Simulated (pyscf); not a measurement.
PySCF, gas phase, ωB97X-D3(BJ)/def2-SVP geometries. MP2 and CC: frozen core, UHF for open shells. ΔMP2 is the change of the MP2 total energy from the triple- to the quadruple-zeta basis.

### Question
Estimate the classical barrier height and the reaction energy of O=Mg + methane (CH₄) → H₃C–Mg–OH at CCSD(T)/def2-TZVPP + ΔMP2(QZVPP). The step runs on the singlet surface, breaks C–H and forms C–Mg, H–O; take the separated reactants as zero.

### Answer
ΔE‡ = 9.9 kcal/mol, ΔE = -75.2 kcal/mol. Zero-point energy shifts the barrier by -1.4 kcal/mol. It is an addition across a multiple bond or ene-type step, with an imaginary mode of 1125i cm⁻¹. On the reactant side the descent ends in a complex, 6.5 kcal/mol under the separated species and 10.9 kcal/mol under the saddle at ωB97X-D3(BJ)/def2-TZVP. At the saddle there is also a short H–Mg contact that neither side keeps. At ωB97X-D3(BJ) the barrier from the zero used here is 4.4 kcal/mol. One saddle was located; it need not be the lowest between these sides. 2 of the closed-shell references are unstable towards spin polarisation; treat their single-reference values with care. The CCSD(T) − MP2 part came from Ansatz, without density fitting, on the same reference. The frozen core leaves the outer d or s,p core shells of the metals and heavy elements correlated in the MP2 and CC values, and def2-TZVPP describes them poorly, which can shift differences by a few kcal/mol.
